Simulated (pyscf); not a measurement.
# Routes from [H₂P–GaH]• (SMILES [PH2][GaH])

Candidate steps break at most two bonds and form at most two. Each was searched with GFN2-xTB (tblite) first. Optimised with ωB97X-D3(BJ)/def2-SVP in PySCF. Energies: ωB97M-D3(BJ)/def2-TZVP, kcal/mol, from the reactant's lowest minimum found, doublet surface; ΔG‡ with ideal gas, 1 atm, RRHO with modes under 100 cm⁻¹ raised to 100, one conformer, R ln 2 for chiral ones without a mode under 150 cm⁻¹.

```tsv
products	type	ΔE‡	ΔE	ΔG‡ 298 K	ΔG‡ 900 K	ν‡ (cm⁻¹)
•HP–GaH₂	hydrogen shift	33.2	+6.2	31.9	33.8	1490i
[HP=Ga]• + H₂	elimination	36.3	+19.4	33.5	34.3	1694i
```

Plain bond fissions and candidates not yet searched are not listed, and one of them may be faster. Each barrier is that of the saddle found; lower ones may exist. Elements up to Kr have no core potential and no relativistic terms here.
